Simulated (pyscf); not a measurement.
Thermochemistry of product channels of `[NH2][SiH2][Cl]` + `[H]` [doublet] on the doublet surface, in eV, from ωB97M-D3(BJ)/def2-TZVP energies (ideal gas, 1 atm, RRHO with modes under 100 cm⁻¹ raised to 100, one conformer, R ln 2 for rigid chiral ones). Optimised with ωB97X-D3(BJ)/def2-SVP in PySCF.

| products | ΔE | ΔH(298 K) | ΔG(900 K) | ΔG(1200 K) |
|---|---|---|---|---|
| `[NH2][SiH][Cl]` [doublet] + `[H][H]` | -0.43 | -0.40 | -0.66 | -0.74 |
| `[NH][SiH2][Cl]` [doublet] + `[H][H]` | +0.44 | +0.36 | +0.15 | +0.08 |

These are energies of the channels, which say nothing of barriers.
